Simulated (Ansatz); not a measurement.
Two isomers of C2H4FNO: A = `NC1(F)CO1`, B = `FC1NCO1`.

Calculated with Ansatz (gas phase, PBE0-D4/def2-TZVP geometries, no zero-point term in ΔE). CCSD(T)/CBS adds triple-zeta CCSD(T) − MP2 to the extrapolated MP2 energy (def2 sets, frozen cores). This one scheme is used for every species. DFT in def2-TZVPP. B3LYP here is the variant with VWN-RPA as its local correlation; programs differ in this. One conformer a species, not always the lowest.

Question: Which is lower in electronic energy at CCSD(T)/CBS, and by how much? (Estimate.)

Answer: The calculation gave: A, by 8.4 kJ/mol.

Question: Give E(B) − E(A) in kJ/mol with B2PLYP, r2SCAN-D4, PBE0-D4, ωB97M-V, MP2/def2-TZVPP, B3LYP, HF/def2-TZVPP. (Best estimate.)

Answer: Ansatz gave: B2PLYP 11.2, r2SCAN-D4 17.5, PBE0-D4 10.2, ωB97M-V 10.0, MP2/def2-TZVPP 12.4, B3LYP 11.8, HF/def2-TZVPP -1.5. The order is the other way round with HF/def2-TZVPP.

Largest T1 diagnostic: 0.012.

In def2-TZVPP, CCSD(T) changes the Hartree–Fock value by +8.4 kJ/mol (the triples alone add +1.6 kJ/mol) and MP2 by +13.9 kJ/mol. From PBE to PBE0 (25 % exact exchange), in def2-TZVPP and without D4, E(B) − E(A) moves by −4.3 kJ/mol.
